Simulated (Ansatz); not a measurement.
C3H5NO can be A, `OC1=NCC1`, or B, `COCC#N`.

Program: Ansatz. Geometries: PBE0-D4/def2-TZVP. ΔE: electronic, gas phase. CBS: MP2 limit from def2 TZ/QZ plus the TZ coupled-cluster correction, frozen cores. This one scheme is used for every species. DFT in def2-TZVPP. B3LYP here is the variant with VWN-RPA as its local correlation; programs differ in this. One conformer a species, not always the lowest.

Task: Which isomer does CCSD(T)/CBS put lower? Give the gap. (Best estimate.)

Result: Ansatz gave: B, by 1.1 kJ/mol. So small a gap doesn't settle the order.

Task: Give E(B) − E(A) in kJ/mol with PBE-D4, PBE0-D4, B2PLYP, HF/def2-TZVPP, LDA (SPW92), CCSD/def2-TZVPP, B3LYP. (Best estimate.)

Result: The calculation gave: PBE-D4 23.7, PBE0-D4 27.3, B2PLYP -11.2, HF/def2-TZVPP -30.1, LDA (SPW92) 56.6, CCSD/def2-TZVPP -9.9, B3LYP -8.1. The order is the other way round with PBE-D4, PBE0-D4, LDA (SPW92).

Task: Does the order hold for the free energy at 298.15 K (harmonic terms from PBE0-D4)? (An estimate is asked.)

Result: The calculation gave: Yes: G(B) − G(A) = -10.3 kJ/mol, for one conformer each.

Largest T1 diagnostic: 0.012.

From r2SCAN to r2SCAN0 (25 % exact exchange), in def2-TZVPP and without D4, E(B) − E(A) moves by +5.5 kJ/mol. In def2-TZVPP, CCSD(T) changes the Hartree–Fock value by +23.3 kJ/mol (the triples alone add +3.1 kJ/mol) and MP2 by +25.2 kJ/mol.
